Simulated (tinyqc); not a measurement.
Inside a calculation (part 2 of 3). Method: UHF in the sto-3g basis, for NH, spin multiplicity 3. Computed by tinyqc, a small Python program that keeps every step (integrals from PySCF). Command: `OMP_NUM_THREADS=1 python tinyqc.py 21495 21496 out.jsonl` (the two numbers bound the seeds that draw the settings). One thread of a shared host (Intel(R) Xeon(R) Processor @ 2.60GHz), about 0.2 s of CPU time with the checks.

Geometry (angstrom):
```
atom         x         y         z
N     0.000000  0.000000  0.000000
H     0.000000  0.000000  1.686000
```

## Iteration 2: diagonalisation and new density

extrapolated F(alpha) (hartree), order 1N 1s, 1N 2s, 1N 2px, 1N 2py, 1N 2pz, 2H 1s:
$$\begin{pmatrix}
-14.697930 & -3.789138 & 0.004906 & -0.003194 & -0.011813 & -0.209337 \\
-3.789138 & -1.655496 & 0.024697 & -0.024775 & -0.092454 & -0.245446 \\
0.004906 & 0.024697 & -0.060828 & 0.043433 & 0.019313 & -0.025850 \\
-0.003194 & -0.024775 & 0.043433 & -0.070977 & 0.017265 & -0.043500 \\
-0.011813 & -0.092454 & 0.019313 & 0.017265 & -0.143326 & -0.179651 \\
-0.209337 & -0.245446 & -0.025850 & -0.043500 & -0.179651 & -0.210483
\end{pmatrix}$$

extrapolated F(beta) (hartree), order 1N 1s, 1N 2s, 1N 2px, 1N 2py, 1N 2pz, 2H 1s:
$$\begin{pmatrix}
-14.663944 & -3.726655 & 0.010558 & -0.010178 & -0.011428 & -0.203472 \\
-3.726655 & -1.330522 & -0.047190 & 0.035976 & -0.033056 & -0.205720 \\
0.010558 & -0.047190 & 0.349135 & -0.264771 & -0.143054 & -0.063284 \\
-0.010178 & 0.035976 & -0.264771 & 0.479563 & -0.119347 & -0.041617 \\
-0.011428 & -0.033056 & -0.143054 & -0.119347 & 0.596224 & -0.113612 \\
-0.203472 & -0.205720 & -0.063284 & -0.041617 & -0.113612 & -0.209029
\end{pmatrix}$$

X, order 1N 1s, 1N 2s, 1N 2px, 1N 2py, 1N 2pz, 2H 1s:
$$\begin{pmatrix}
-0.536145 & 0.604348 & 0.000000 & 0.000000 & -0.497465 & 0.399195 \\
0.763557 & -0.355986 & 0.000000 & 0.000000 & -0.311175 & 0.537822 \\
0.000000 & 0.000000 & 0.941864 & -0.335994 & 0.000000 & 0.000000 \\
0.000000 & 0.000000 & 0.335994 & 0.941864 & 0.000000 & 0.000000 \\
0.406692 & 0.659663 & 0.000000 & 0.000000 & 0.601957 & 0.281116 \\
-0.658021 & -0.497786 & 0.000000 & 0.000000 & 0.416286 & 0.472566
\end{pmatrix}$$

Diagonalise F' = X^T F X, C = X C', fill 5 alpha and 3 beta electrons from the bottom; D(s) = C_occ C_occ^T. Each column has its largest component positive (the first on a tie).

F' = X^T F X (alpha) (hartree):
$$\begin{pmatrix}
-2.059777 & 2.778898 & 0.044899 & 0.003562 & -2.831030 & 2.517435 \\
2.778898 & -3.871195 & 0.032048 & 0.030964 & 4.200402 & -3.869860 \\
0.044899 & 0.032048 & -0.034484 & 0.030415 & -0.008191 & -0.002219 \\
0.003562 & 0.030964 & 0.030415 & -0.097320 & 0.004602 & -0.031382 \\
-2.831030 & 4.200402 & -0.008191 & 0.004602 & -4.957170 & 4.515060 \\
2.517435 & -3.869860 & -0.002219 & -0.031382 & 4.515060 & -4.788509
\end{pmatrix}$$

orbital energies (alpha) (hartree): MO1 -14.706539, MO2 -0.742681, MO3 -0.246362, MO4 -0.108499, MO5 -0.063150, MO6 0.058776

coefficients C (alpha), order 1N 1s, 1N 2s, 1N 2px, 1N 2py, 1N 2pz, 2H 1s:
$$\begin{pmatrix}
0.993649 & -0.255886 & 0.078627 & 0.015189 & 0.002828 & 0.016667 \\
0.025870 & 0.980572 & -0.344893 & -0.063723 & -0.030598 & -0.098433 \\
-0.000384 & -0.035995 & 0.069838 & -0.611388 & 0.668873 & -0.415501 \\
0.000251 & 0.041277 & 0.052968 & 0.783683 & 0.450969 & -0.421851 \\
0.001522 & 0.152957 & 0.566176 & -0.087125 & -0.528699 & -0.640988 \\
-0.002950 & 0.122458 & 0.698657 & 0.066152 & 0.394087 & 0.643886
\end{pmatrix}$$

F' = X^T F X (beta) (hartree):
$$\begin{pmatrix}
-1.823154 & 2.891875 & -0.050888 & 0.030654 & -2.705860 & 2.752212 \\
2.891875 & -3.582716 & -0.063240 & -0.059162 & 4.495498 & -3.765816 \\
-0.050888 & -0.063240 & 0.196280 & -0.163715 & -0.129055 & -0.098723 \\
0.030654 & -0.059162 & -0.163715 & 0.632418 & -0.055142 & -0.005055 \\
-2.705860 & 4.495498 & -0.129055 & -0.055142 & -4.631826 & 4.598113 \\
2.752212 & -3.765816 & -0.098723 & -0.005055 & 4.598113 & -4.545496
\end{pmatrix}$$

orbital energies (beta) (hartree): MO1 -14.669878, MO2 -0.441656, MO3 -0.168755, MO4 0.118264, MO5 0.690020, MO6 0.717512

coefficients C (beta), order 1N 1s, 1N 2s, 1N 2px, 1N 2py, 1N 2pz, 2H 1s:
$$\begin{pmatrix}
0.994831 & -0.234737 & 0.118758 & -0.016616 & -0.017692 & -0.005801 \\
0.021249 & 0.903793 & -0.515141 & 0.085218 & 0.068658 & 0.034457 \\
-0.000621 & 0.095579 & 0.193318 & 0.722945 & -0.645733 & -0.117778 \\
0.000610 & 0.010651 & 0.190958 & 0.563452 & 0.744700 & -0.302266 \\
0.001258 & 0.048920 & 0.137465 & 0.257212 & 0.160590 & 0.963688 \\
-0.002570 & 0.326097 & 0.876296 & -0.367720 & -0.054589 & -0.254867
\end{pmatrix}$$

D(alpha) after iteration 2, order 1N 1s, 1N 2s, 1N 2px, 1N 2py, 1N 2pz, 2H 1s:
$$\begin{pmatrix}
1.059238 & -0.253382 & 0.006925 & 0.007031 & 0.004071 & 0.022786 \\
-0.253382 & 1.086138 & -0.040899 & -0.041524 & -0.023517 & -0.137233 \\
0.006925 & -0.040899 & 0.827359 & -0.175280 & -0.266331 & 0.267535 \\
0.007031 & -0.041524 & -0.175280 & 0.822042 & -0.270402 & 0.271624 \\
0.004071 & -0.023517 & -0.266331 & -0.270402 & 0.631067 & 0.200172 \\
0.022786 & -0.137233 & 0.267535 & 0.271624 & 0.200172 & 0.662807
\end{pmatrix}$$

D(beta) after iteration 2, order 1N 1s, 1N 2s, 1N 2px, 1N 2py, 1N 2pz, 2H 1s:
$$\begin{pmatrix}
1.058893 & -0.252192 & -0.000095 & 0.020784 & 0.006093 & 0.024963 \\
-0.252192 & 1.082664 & -0.013215 & -0.088731 & -0.026573 & -0.156746 \\
-0.000095 & -0.013215 & 0.046508 & 0.037933 & 0.031249 & 0.200573 \\
0.020784 & -0.088731 & 0.037933 & 0.036579 & 0.026772 & 0.170807 \\
0.006093 & -0.026573 & 0.031249 & 0.026772 & 0.021291 & 0.136409 \\
0.024963 & -0.156746 & 0.200573 & 0.170807 & 0.136409 & 0.874241
\end{pmatrix}$$

## Iteration 3: building the Fock matrix

core Hamiltonian H = T + V (hartree), order 1N 1s, 1N 2s, 1N 2px, 1N 2py, 1N 2pz, 2H 1s:
$$\begin{pmatrix}
-24.509076 & -5.635133 & 0.000000 & 0.000000 & -0.005707 & -0.306355 \\
-5.635133 & -6.571142 & 0.000000 & 0.000000 & -0.072655 & -0.894432 \\
0.000000 & 0.000000 & -5.211703 & 0.000000 & 0.000000 & 0.000000 \\
0.000000 & 0.000000 & 0.000000 & -5.211703 & 0.000000 & 0.000000 \\
-0.005707 & -0.072655 & 0.000000 & 0.000000 & -5.247881 & -0.831596 \\
-0.306355 & -0.894432 & 0.000000 & 0.000000 & -0.831596 & -2.659757
\end{pmatrix}$$

Two-electron integrals (ij|kl) in chemists' order, unique and non-zero (hartree):
```
(11|11) 4.166630   (21|11) 0.640849   (21|21) 0.117461   (22|11) 0.969864
(22|21) 0.220936   (22|22) 0.708245   (31|31) 0.020960   (32|31) 0.032452
(32|32) 0.156449   (33|11) 0.967124   (33|21) 0.220977   (33|22) 0.708086
(33|33) 0.762805   (41|41) 0.020960   (42|41) 0.032452   (42|42) 0.156449
(43|43) 0.041119   (44|11) 0.967124   (44|21) 0.220977   (44|22) 0.708086
(44|33) 0.680568   (44|44) 0.762805   (51|51) 0.020960   (52|51) 0.032452
(52|52) 0.156449   (53|53) 0.041119   (54|54) 0.041119   (55|11) 0.967124
(55|21) 0.220977   (55|22) 0.708086   (55|33) 0.680568   (55|44) 0.680568
(55|55) 0.762805   (61|11) 0.034844   (61|21) 0.006341   (61|22) 0.011883
(61|33) 0.011860   (61|44) 0.011860   (61|51) 0.000307   (61|52) 0.000585
(61|55) 0.011929   (61|61) 0.000347   (62|11) 0.111170   (62|21) 0.025754
(62|22) 0.095021   (62|33) 0.092995   (62|44) 0.092995   (62|51) 0.002097
(62|52) 0.018090   (62|55) 0.098974   (62|61) 0.001428   (62|62) 0.018763
(63|31) 0.002266   (63|32) 0.014256   (63|53) 0.003392   (63|63) 0.002102
(64|41) 0.002266   (64|42) 0.014256   (64|54) 0.003392   (64|64) 0.002102
(65|11) 0.101826   (65|21) 0.023840   (65|22) 0.093630   (65|33) 0.089617
(65|44) 0.089617   (65|51) 0.003809   (65|52) 0.029705   (65|55) 0.101548
(65|61) 0.001359   (65|62) 0.022152   (65|65) 0.027855   (66|11) 0.313276
(66|21) 0.073610   (66|22) 0.311145   (66|33) 0.300647   (66|44) 0.300647
(66|51) 0.005603   (66|52) 0.068893   (66|55) 0.331890   (66|61) 0.004079
(66|62) 0.088414   (66|65) 0.117400   (66|66) 0.774606
```

nuclear repulsion = 2.19705841 hartree

J_ij = sum D_kl (ij|kl) with D = D(alpha) + D(beta), K_ij = sum D_kl (ik|jl) for each spin; F = H + J - K(s); E = tr D H + tr D J / 2 - 0.5 sum_s tr D(s) K(s) + E_nn.

Coulomb J (hartree), order 1N 1s, 1N 2s, 1N 2px, 1N 2py, 1N 2pz, 2H 1s:
$$\begin{pmatrix}
13.075388 & 2.359447 & -0.001104 & -0.005283 & 0.007148 & 0.127820 \\
2.359447 & 5.542160 & -0.003142 & -0.026337 & 0.100295 & 0.779336 \\
-0.001104 & -0.003142 & 5.524555 & -0.011295 & -0.016157 & -0.001139 \\
-0.005283 & -0.026337 & -0.011295 & 5.523301 & -0.017034 & -0.003381 \\
0.007148 & 0.100295 & -0.016157 & -0.017034 & 5.558885 & 0.799554 \\
0.127820 & 0.779336 & -0.001139 & -0.003381 & 0.799554 & 3.212571
\end{pmatrix}$$

exchange K(alpha) (hartree), order 1N 1s, 1N 2s, 1N 2px, 1N 2py, 1N 2pz, 2H 1s:
$$\begin{pmatrix}
4.264273 & 0.716271 & 0.000257 & 0.000261 & 0.001089 & 0.041999 \\
0.716271 & 1.133260 & -0.004910 & -0.004985 & 0.006400 & 0.173380 \\
0.000257 & -0.004910 & 0.865487 & -0.126497 & -0.167324 & 0.051936 \\
0.000261 & -0.004985 & -0.126497 & 0.861649 & -0.169882 & 0.052730 \\
0.001089 & 0.006400 & -0.167324 & -0.169882 & 0.776021 & 0.223499 \\
0.041999 & 0.173380 & 0.051936 & 0.052730 & 0.223499 & 0.576371
\end{pmatrix}$$

exchange K(beta) (hartree), order 1N 1s, 1N 2s, 1N 2px, 1N 2py, 1N 2pz, 2H 1s:
$$\begin{pmatrix}
4.218280 & 0.645611 & -0.000610 & 0.000463 & 0.001342 & 0.035929 \\
0.645611 & 0.788901 & 0.010063 & -0.053124 & -0.001374 & 0.138972 \\
-0.000610 & 0.010063 & 0.211471 & 0.027376 & 0.041207 & 0.062211 \\
0.000463 & -0.053124 & 0.027376 & 0.204306 & 0.035207 & 0.044979 \\
0.001342 & -0.001374 & 0.041207 & 0.035207 & 0.237800 & 0.155965 \\
0.035929 & 0.138972 & 0.062211 & 0.044979 & 0.155965 & 0.701277
\end{pmatrix}$$

F(alpha) (hartree), order 1N 1s, 1N 2s, 1N 2px, 1N 2py, 1N 2pz, 2H 1s:
$$\begin{pmatrix}
-15.697961 & -3.991957 & -0.001361 & -0.005543 & 0.000352 & -0.220534 \\
-3.991957 & -2.162242 & 0.001768 & -0.021352 & 0.021239 & -0.288476 \\
-0.001361 & 0.001768 & -0.552634 & 0.115202 & 0.151168 & -0.053075 \\
-0.005543 & -0.021352 & 0.115202 & -0.550051 & 0.152848 & -0.056110 \\
0.000352 & 0.021239 & 0.151168 & 0.152848 & -0.465017 & -0.255541 \\
-0.220534 & -0.288476 & -0.053075 & -0.056110 & -0.255541 & -0.023557
\end{pmatrix}$$

F(beta) (hartree), order 1N 1s, 1N 2s, 1N 2px, 1N 2py, 1N 2pz, 2H 1s:
$$\begin{pmatrix}
-15.651967 & -3.921297 & -0.000494 & -0.005745 & 0.000099 & -0.214464 \\
-3.921297 & -1.817883 & -0.013205 & 0.026787 & 0.029014 & -0.254068 \\
-0.000494 & -0.013205 & 0.101381 & -0.038671 & -0.057364 & -0.063350 \\
-0.005745 & 0.026787 & -0.038671 & 0.107293 & -0.052241 & -0.048360 \\
0.000099 & 0.029014 & -0.057364 & -0.052241 & 0.073204 & -0.188008 \\
-0.214464 & -0.254068 & -0.063350 & -0.048360 & -0.188008 & -0.148462
\end{pmatrix}$$

total energy of this density = -53.93007643 hartree

## Iteration 3: DIIS over 3 matrices

error matrix X^T (FDS - SDF) X (alpha):
$$\begin{pmatrix}
0.000000 & -0.052622 & -0.125556 & -0.061338 & -0.077099 & -0.022641 \\
0.052622 & 0.000000 & -0.089005 & -0.043754 & -0.076667 & -0.036139 \\
0.125556 & 0.089005 & 0.000000 & -0.000650 & -0.052522 & -0.047933 \\
0.061338 & 0.043754 & 0.000650 & 0.000000 & -0.025260 & -0.023300 \\
0.077099 & 0.076667 & 0.052522 & 0.025260 & 0.000000 & -0.019963 \\
0.022641 & 0.036139 & 0.047933 & 0.023300 & 0.019963 & 0.000000
\end{pmatrix}$$

B (overlaps of the stored error matrices):
$$\begin{pmatrix}
1.6553696e+02 & 2.8743097e+00 & 1.9614669e-01 \\
2.8743097e+00 & 2.4249722e-01 & -5.9797800e-02 \\
1.9614669e-01 & -5.9797800e-02 & 1.5245097e-01
\end{pmatrix}$$

Minimise |sum c_i e_i|^2 with sum c_i = 1: solve [B -1; -1 0][c; lambda] = [0; -1] with B_ij = tr e_i^T e_j summed over both spins, and take F = sum c_i F_i.

DIIS coefficients: [-0.008292, 0.459078, 0.549214]

extrapolated F(alpha) (hartree), order 1N 1s, 1N 2s, 1N 2px, 1N 2py, 1N 2pz, 2H 1s:
$$\begin{pmatrix}
-15.245741 & -3.900421 & 0.001533 & -0.004373 & -0.005298 & -0.215544 \\
-3.900421 & -1.933498 & 0.012126 & -0.022832 & -0.030194 & -0.269134 \\
0.001533 & 0.012126 & -0.330470 & 0.082806 & 0.091810 & -0.040792 \\
-0.004373 & -0.022832 & 0.082806 & -0.333679 & 0.091852 & -0.050401 \\
-0.005298 & -0.030194 & 0.091810 & 0.091852 & -0.319700 & -0.221405 \\
-0.215544 & -0.269134 & -0.040792 & -0.050401 & -0.221405 & -0.107812
\end{pmatrix}$$

extrapolated F(beta) (hartree), order 1N 1s, 1N 2s, 1N 2px, 1N 2py, 1N 2pz, 2H 1s:
$$\begin{pmatrix}
-15.205837 & -3.833519 & 0.004478 & -0.007536 & -0.005000 & -0.209591 \\
-3.833519 & -1.597835 & -0.028485 & 0.030961 & 0.000987 & -0.232329 \\
0.004478 & -0.028485 & 0.213573 & -0.140628 & -0.096039 & -0.063301 \\
-0.007536 & 0.030961 & -0.140628 & 0.275630 & -0.082514 & -0.045336 \\
-0.005000 & 0.000987 & -0.096039 & -0.082514 & 0.309499 & -0.154440 \\
-0.209591 & -0.232329 & -0.063301 & -0.045336 & -0.154440 & -0.175939
\end{pmatrix}$$

## Iteration 3: diagonalisation and new density

As before.

F' = X^T F X (alpha) (hartree):
$$\begin{pmatrix}
-2.195332 & 2.998172 & 0.087020 & 0.027810 & -2.944923 & 2.496391 \\
2.998172 & -4.111219 & 0.103606 & 0.059832 & 4.216109 & -4.004716 \\
0.087020 & 0.103606 & -0.278422 & 0.063094 & 0.046432 & 0.008832 \\
0.027810 & 0.059832 & 0.063094 & -0.385726 & 0.029716 & -0.015915 \\
-2.944923 & 4.216109 & 0.046432 & 0.029716 & -5.239672 & 4.701530 \\
2.496391 & -4.004716 & 0.008832 & -0.015915 & 4.701530 & -5.000200
\end{pmatrix}$$

orbital energies (alpha) (hartree): MO1 -15.253306, MO2 -0.994149, MO3 -0.431847, MO4 -0.413723, MO5 -0.246443, MO6 0.128897

coefficients C (alpha), order 1N 1s, 1N 2s, 1N 2px, 1N 2py, 1N 2pz, 2H 1s:
$$\begin{pmatrix}
0.994124 & -0.262210 & 0.018634 & -0.012722 & 0.028939 & 0.033660 \\
0.024013 & 1.016434 & -0.084252 & 0.051967 & -0.141823 & -0.179444 \\
-0.000136 & -0.025432 & -0.293021 & 0.731605 & 0.565568 & -0.241618 \\
0.000315 & 0.034029 & -0.418347 & -0.675741 & 0.554392 & -0.244645 \\
0.000882 & 0.044021 & 0.798776 & -0.070117 & 0.261641 & -0.573218 \\
-0.002583 & 0.046667 & 0.196001 & -0.021416 & 0.508189 & 0.882088
\end{pmatrix}$$

F' = X^T F X (beta) (hartree):
$$\begin{pmatrix}
-2.017760 & 3.046520 & -0.012254 & 0.029805 & -2.840691 & 2.731096 \\
3.046520 & -3.874899 & -0.033832 & -0.038299 & 4.492998 & -3.910362 \\
-0.012254 & -0.033832 & 0.131572 & -0.089238 & -0.098027 & -0.076757 \\
0.029805 & -0.038299 & -0.089238 & 0.357631 & -0.044052 & -0.005508 \\
-2.840691 & 4.492998 & -0.098027 & -0.044052 & -4.950695 & 4.740992 \\
2.731096 & -3.910362 & -0.076757 & -0.005508 & 4.740992 & -4.785272
\end{pmatrix}$$

orbital energies (beta) (hartree): MO1 -15.210816, MO2 -0.677861, MO3 -0.195603, MO4 0.112447, MO5 0.390622, MO6 0.441789

coefficients C (beta), order 1N 1s, 1N 2s, 1N 2px, 1N 2py, 1N 2pz, 2H 1s:
$$\begin{pmatrix}
0.995322 & -0.253923 & 0.057486 & -0.023214 & -0.012812 & -0.019105 \\
0.019294 & 0.997445 & -0.274773 & 0.115633 & 0.049948 & 0.095874 \\
-0.000254 & 0.038445 & 0.255375 & 0.707266 & -0.629051 & -0.193328 \\
0.000441 & -0.022746 & 0.226146 & 0.557073 & 0.775527 & -0.191229 \\
0.000723 & 0.002113 & 0.281369 & 0.183128 & 0.024089 & 0.963661 \\
-0.002198 & 0.121907 & 0.849156 & -0.439214 & -0.023408 & -0.384717
\end{pmatrix}$$

D(alpha) after iteration 3, order 1N 1s, 1N 2s, 1N 2px, 1N 2py, 1N 2pz, 2H 1s:
$$\begin{pmatrix}
1.058383 & -0.248982 & 0.008133 & 0.008235 & 0.012682 & 0.003826 \\
-0.248982 & 1.063627 & -0.043357 & -0.043900 & -0.063283 & -0.042327 \\
0.008133 & -0.043357 & 0.941621 & -0.059111 & -0.138500 & 0.213129 \\
0.008235 & -0.043900 & -0.059111 & 0.940149 & -0.140235 & 0.215798 \\
0.012682 & -0.063283 & -0.138500 & -0.140235 & 0.713354 & 0.293078 \\
0.003826 & -0.042327 & 0.213129 & 0.215798 & 0.293078 & 0.299316
\end{pmatrix}$$

D(beta) after iteration 3, order 1N 1s, 1N 2s, 1N 2px, 1N 2py, 1N 2pz, 2H 1s:
$$\begin{pmatrix}
1.058448 & -0.249866 & 0.004666 & 0.019215 & 0.016358 & 0.015671 \\
-0.249866 & 1.070770 & -0.031829 & -0.084818 & -0.075191 & -0.111771 \\
0.004666 & -0.031829 & 0.066694 & 0.056877 & 0.071935 & 0.221540 \\
0.019215 & -0.084818 & 0.056877 & 0.051659 & 0.063583 & 0.189259 \\
0.016358 & -0.075191 & 0.071935 & 0.063583 & 0.079173 & 0.239182 \\
0.015671 & -0.111771 & 0.221540 & 0.189259 & 0.239182 & 0.735932
\end{pmatrix}$$

## Iteration 4: building the Fock matrix

As before.

Coulomb J (hartree), order 1N 1s, 1N 2s, 1N 2px, 1N 2py, 1N 2pz, 2H 1s:
$$\begin{pmatrix}
13.351400 & 2.421947 & -0.002373 & -0.005368 & 0.001451 & 0.131070 \\
2.421947 & 5.714686 & -0.010302 & -0.026945 & 0.055947 & 0.781384 \\
-0.002373 & -0.010302 & 5.700058 & -0.000184 & -0.002525 & -0.000710 \\
-0.005368 & -0.026945 & -0.000184 & 5.698700 & -0.003556 & -0.002363 \\
0.001451 & 0.055947 & -0.002525 & -0.003556 & 5.725518 & 0.787743 \\
0.131070 & 0.781384 & -0.000710 & -0.002363 & 0.787743 & 2.999219
\end{pmatrix}$$

exchange K(alpha) (hartree), order 1N 1s, 1N 2s, 1N 2px, 1N 2py, 1N 2pz, 2H 1s:
$$\begin{pmatrix}
4.270113 & 0.726818 & 0.000059 & 0.000060 & 0.000869 & 0.042934 \\
0.726818 & 1.181988 & -0.012564 & -0.012722 & -0.011783 & 0.179134 \\
0.000059 & -0.012564 & 0.960118 & -0.042659 & -0.080130 & 0.047107 \\
0.000060 & -0.012722 & -0.042659 & 0.959056 & -0.081134 & 0.047697 \\
0.000869 & -0.011783 & -0.080130 & -0.081134 & 0.859328 & 0.226523 \\
0.042934 & 0.179134 & 0.047107 & 0.047697 & 0.226523 & 0.333883
\end{pmatrix}$$

exchange K(beta) (hartree), order 1N 1s, 1N 2s, 1N 2px, 1N 2py, 1N 2pz, 2H 1s:
$$\begin{pmatrix}
4.219898 & 0.648928 & -0.000326 & 0.000164 & 0.000742 & 0.036580 \\
0.648928 & 0.805217 & -0.002574 & -0.048160 & -0.025860 & 0.146237 \\
-0.000326 & -0.002574 & 0.229798 & 0.041048 & 0.072520 & 0.070414 \\
0.000164 & -0.048160 & 0.041048 & 0.218947 & 0.063490 & 0.054386 \\
0.000742 & -0.025860 & 0.072520 & 0.063490 & 0.301305 & 0.180424 \\
0.036580 & 0.146237 & 0.070414 & 0.054386 & 0.180424 & 0.625493
\end{pmatrix}$$

F(alpha) (hartree), order 1N 1s, 1N 2s, 1N 2px, 1N 2py, 1N 2pz, 2H 1s:
$$\begin{pmatrix}
-15.427789 & -3.940004 & -0.002432 & -0.005427 & -0.005126 & -0.218218 \\
-3.940004 & -2.038444 & 0.002263 & -0.014224 & -0.004926 & -0.292182 \\
-0.002432 & 0.002263 & -0.471763 & 0.042476 & 0.077605 & -0.047817 \\
-0.005427 & -0.014224 & 0.042476 & -0.472058 & 0.077579 & -0.050060 \\
-0.005126 & -0.004926 & 0.077605 & 0.077579 & -0.381691 & -0.270377 \\
-0.218218 & -0.292182 & -0.047817 & -0.050060 & -0.270377 & 0.005580
\end{pmatrix}$$

F(beta) (hartree), order 1N 1s, 1N 2s, 1N 2px, 1N 2py, 1N 2pz, 2H 1s:
$$\begin{pmatrix}
-15.377574 & -3.862114 & -0.002047 & -0.005532 & -0.004999 & -0.211865 \\
-3.862114 & -1.661672 & -0.007728 & 0.021215 & 0.009152 & -0.259285 \\
-0.002047 & -0.007728 & 0.258558 & -0.041231 & -0.075045 & -0.071124 \\
-0.005532 & 0.021215 & -0.041231 & 0.268051 & -0.067045 & -0.056749 \\
-0.004999 & 0.009152 & -0.075045 & -0.067045 & 0.176332 & -0.224277 \\
-0.211865 & -0.259285 & -0.071124 & -0.056749 & -0.224277 & -0.286030
\end{pmatrix}$$

total energy of this density = -54.08778429 hartree
